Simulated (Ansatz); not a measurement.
Start from `CC(N)F` and change one atom or group to get `COC(C)F`.

Ansatz, PBE0-D4/def2-TZVP geometries, multiplicity 1. Each molecule was computed in one conformer, which needn't be the lowest.

```tsv
property	`CC(N)F`
size of the dipole moment (PBE/def2-TZVPP) / D	1.02
LUMO energy (B3LYP/def2-TZVPP) / eV	0.82
size of the dipole moment (ωB97M-V/def2-TZVPP) / D	1.05
LUMO energy (PBE0/def2-TZVPP) / eV	1.20
HOMO energy (PBE0/def2-TZVPP) / eV	-7.83
HOMO energy (PBE/def2-TZVPP) / eV	-6.25
```

Question: What does the change do to each property? (An estimate is asked.)

Answer: The calculation gave: 
| property | `COC(C)F` | shift |
| --- | --- | --- |
| size of the dipole moment (PBE/def2-TZVPP) / D | 1.43 | 0.41 |
| LUMO energy (B3LYP/def2-TZVPP) / eV | 1.15 | 0.33 |
| size of the dipole moment (ωB97M-V/def2-TZVPP) / D | 1.54 | 0.49 |
| LUMO energy (PBE0/def2-TZVPP) / eV | 1.52 | 0.32 |
| HOMO energy (PBE0/def2-TZVPP) / eV | -8.29 | -0.46 |
| HOMO energy (PBE/def2-TZVPP) / eV | -6.66 | -0.41 |

With PBE0 the HOMO falls by 0.46 eV and the LUMO rises by 0.32 eV, so the gap widens by about 0.78 eV. PBE moves the HOMO by -0.41 eV and ωB97M-V by -0.45 eV. The zero-point energy changes by 40.2 kJ/mol with +6 modes. Dipoles are sizes alone; their direction can turn.

B3LYP here is the variant with VWN-RPA as its local correlation; programs differ in this.
